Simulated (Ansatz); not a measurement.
# C₃H₆OS, SMILES SCC1CO1: a ranking of conformers

Run with the Python package of Ansatz (0.2.0).

`conformers_c3h6os.py`:
```python
import ansatz as az
from rdkit import Chem
from rdkit.Chem import AllChem

BASIS = 'cc-pVDZ'
XC = 'pbe'

rd = Chem.AddHs(Chem.MolFromSmiles('SCC1CO1'))
ids = list(AllChem.EmbedMultipleConfs(rd, numConfs=20, randomSeed=950, pruneRmsThresh=0.4))
field = [energy for _, energy in AllChem.MMFFOptimizeMoleculeConfs(rd)]
distinct = {round(e, 2): i for i, e in zip(ids, field)}
chosen = sorted(distinct.items())[:4]
found = []
for force_field, index in chosen:
    system = az.Crystal.molecule()
    for atom, xyz in zip(rd.GetAtoms(), rd.GetConformer(index).GetPositions()):
        system = system.atom(atom.GetSymbol(), xyz.round(5).tolist())
    base = system.calculation().basis(gaussian=BASIS).functional(XC)
    found.append(base.run(threads=1).report['free_energy_ev'])
print('conformer   MMFF (kcal/mol)   this level (eV)')
for (force_field, index), e in zip(chosen, found):
    print(f'{index:9d} {force_field - chosen[0][0]:17.2f} {(e - min(found)):17.3f}')
```

Output of `python conformers_c3h6os.py`:
```text
conformer   MMFF (kcal/mol)   this level (eV)
        5              0.00             0.031
        3              0.01             0.075
        1              0.09             0.053
        4              0.14             0.000
```

The conformers keep their force-field geometries. Wall time of the script: 13 s on 1 thread of Arm Neoverse V1, with other jobs on the host, peak memory 0.26 GiB.
